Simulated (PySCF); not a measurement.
Calculation: PBE0-D3(BJ)/def2-TZVP in PySCF. All species are isolated molecules in the gas phase. 

Reference species (SMILES): `O=[CH]` (neutral, multiplicity 2).

- dipole moment: 1.62 D

Changed species: `C=[SiH][O]` (radical fragment; the reference has radical fragment).

### Question
What does the change do to the dipole moment?

### Answer
the dipole moment increases by 2.72 D, to 4.34 D.
